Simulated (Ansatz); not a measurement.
Input file:

```yaml
crystal:
  periodic: [false, false, false]
  atoms:
    - {symbol: Al, position_ang: [0.050000, 0.300000, -1.780778]}
    - {symbol: O, position_ang: [0.000000, 0.000000, -1.830778]}
    - {symbol: H, position_ang: [0.000000, 0.000000, 1.699557]}
basis:
  gaussian: {orbitals: def2-SVP}
correlation: {method: sc_nevpt2, electrons: valence, active_space: {window: {electrons: 2, orbitals: 2}, states: [{multiplicity: 1, weights: [1, 0.5]}]}}
```

```sh
$ ansatz run in.yaml --threads 1 --pin off --events-out ev --progress --plain --max-ram 2393MiB
```

(1) One thing in this input was set wrong on purpose, beside settings that are merely unusual. What is the gravest fault, and what does the program do?

Answers

(1) Atoms on top of each other. How the run ends: converged.
```
540 factors; integrals over basis functions are off by at most 1.8e-7 eV
mean field evaluation 1: about -7483.4244 eV, gradient 4.4e1 eV
mean field evaluation 2: about -7483.7278 eV, gradient 4.4e1 eV
mean field evaluation 4: about -7487.2870 eV, gradient 4.2e0 eV
mean field evaluation 8: about -7487.3422 eV, gradient 3.1e-3 eV
a density is far from that of the atoms, so the factors are made again for it
591 factors; integrals over basis functions are off by at most 1.7e-7 eV
mean field evaluation 16: about -7487.0372 eV, gradient 4.2e-4 eV
mean field evaluation 32: about -7487.3422 eV, gradient 1.4e-5 eV
mean field -7487.34221475 eV, -275.1547512892 hartree, gradient 6.2e-6 eV, S^2 0.000000; 1 other end points of the search recorded, 0 dependent functions left out; unrestricted orbitals would lower it
reference -7487.34221475 eV, -275.1547512892 hartree; 11, 11 occupied and 26, 26 virtual orbitals, 591 factors
state -7488.41454054 eV, -275.1941585352 hartree
state -7485.86654872 eV, -275.1005215628 hartree
state -7488.41454054 eV, -275.1941585352 hartree; corrected -7492.30974651 eV, -275.3373047143 hartree
state -7485.86654872 eV, -275.1005215628 hartree; corrected -7491.17130893 eV, -275.2954679050 hartree
Total energy: -7491.93026732 eV, -275.3233591112 hartree
```
The total printed last is the weighted mean of the 2 states, 0.379 eV above the lowest of them, and is no single state's energy.
